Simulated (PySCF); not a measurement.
Borane carbonyl, CH₃BO, SMILES [BH3-]C#[O+], point group C3v.

Level: B3LYP/pcSseg-1 in PySCF (density fitting, grid level 2); geometry and Hessian at that level, cubic constants and property derivatives from steps of ±0.6 along each species' dimensionless normal coordinates, second-order vibrational perturbation theory. The parent has the commonest isotopes.

Equilibrium geometry (Å):

| atom | x | y | z |
| --- | --- | --- | --- |
| B1 | -0.5400 | 0.0014 | -0.0261 |
| C2 | 0.9822 | 0.0011 | 0.0068 |
| O3 | 2.1141 | 0.0009 | 0.0314 |
| H4 | -0.8721 | -0.3586 | 1.0804 |
| H5 | -0.8293 | -0.7827 | -0.9012 |
| H6 | -0.8425 | 1.1458 | -0.2776 |

An isotope shift is δ(isotopologue) − δ(parent), that is, the negative of the change in the averaged GIAO shielding; n counts bonds from the nearest label (0: the labelled atom itself). These are computed values; those of heavy atoms are rounded to 5 ppb, about the numerical noise.

(1) What isotope shifts arise with ¹⁷O at 3?

(2) What isotope shifts arise with ¹³C at 2?

(3) What isotope shifts arise with ¹⁰B at 1, ¹⁷O at 3?

Results:

(1) 
| nucleus | n | 0 K (ppb) | 350 K (ppb) |
| --- | --- | --- | --- |
| O3 | 0 | -70 | -65 |
| C2 | 1 | -25 | -25 |
| B1 | 2 | -10 | -5 |
| H4 | 3 | 0 | 0 |
| H5 | 3 | 0 | 0 |
| H6 | 3 | 0 | 0 |

(2) 
```json
{"nucleus": "C2", "n": "0", "0 K (ppb)": "-45", "350 K (ppb)": "-40"}
{"nucleus": "B1", "n": "1", "0 K (ppb)": "-35", "350 K (ppb)": "-25"}
{"nucleus": "O3", "n": "1", "0 K (ppb)": "-165", "350 K (ppb)": "-140"}
{"nucleus": "H4", "n": "2", "0 K (ppb)": "-1", "350 K (ppb)": "-1"}
{"nucleus": "H5", "n": "2", "0 K (ppb)": "-1", "350 K (ppb)": "-1"}
{"nucleus": "H6", "n": "2", "0 K (ppb)": "-1", "350 K (ppb)": "-1"}
```

(3) 
```json
{"nucleus": "B1", "n": "0", "0 K (ppb)": "25", "350 K (ppb)": "25"}
{"nucleus": "O3", "n": "0", "0 K (ppb)": "0", "350 K (ppb)": "-5"}
{"nucleus": "C2", "n": "1", "0 K (ppb)": "-10", "350 K (ppb)": "-15"}
{"nucleus": "H4", "n": "1", "0 K (ppb)": "2", "350 K (ppb)": "2"}
{"nucleus": "H5", "n": "1", "0 K (ppb)": "2", "350 K (ppb)": "2"}
{"nucleus": "H6", "n": "1", "0 K (ppb)": "2", "350 K (ppb)": "2"}
```
